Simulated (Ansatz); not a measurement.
We consider CsCl-type TlBr, described by HSE06 (Ansatz, an electronic-structure program, PAW).

Numerical settings: plane-wave cutoff 520 eV, 6×6×6 k mesh, finite displacements, scalar-relativistic PAW data made under PBE.

Computed at the level's own relaxed cell.

Harmonic phonon frequencies (cm⁻¹; i marks an imaginary mode; at Γ without the LO shift):

```json
[
 {"q point": "Γ", "frequencies": "[?]"},
 {"q point": "X", "frequencies": "9 9 45 45 62 101"},
 {"q point": "M", "frequencies": "10i 31 38 38 58 58"},
 {"q point": "R", "frequencies": "[?]"}
]
```

Problem. Complete the blanks.

Solution. 
- Γ, frequencies: 0 0 0 19 19 19
- R, frequencies: 37 37 37 82 82 82
